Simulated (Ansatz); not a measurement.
Ansatz (an electronic-structure program) input (B3LYP/6-311+G**): The .json file is the Basis Set Exchange's 6-311+G**.

Ansatz 0.2 input:
```yaml
crystal:
  periodic: [false, false, false]
  atoms:
    - {symbol: C, position_ang: [0.00870368, 0.24236856, 1.01481407]}
    - {symbol: C, position_ang: [-0.00086318, 0.31258279, -0.29157606]}
    - {symbol: Cl, position_ang: [0.01236969, -0.93835860, 2.16987396]}
    - {symbol: Cl, position_ang: [-0.01462855, -1.09299102, -1.31673384]}
    - {symbol: Cl, position_ang: [-0.00050837, 1.83548443, -1.10840059]}
basis:
  gaussian:
    orbitals: 6-311+G__.json
hamiltonian:
  xc: {name: B3LYP}
magnetization: {spin_polarized: true, initial_magnetization: 1}
output: {forces: true}
```

**Question.** What final total energy does it give?

**Answer.** -1456.79188 Eh.
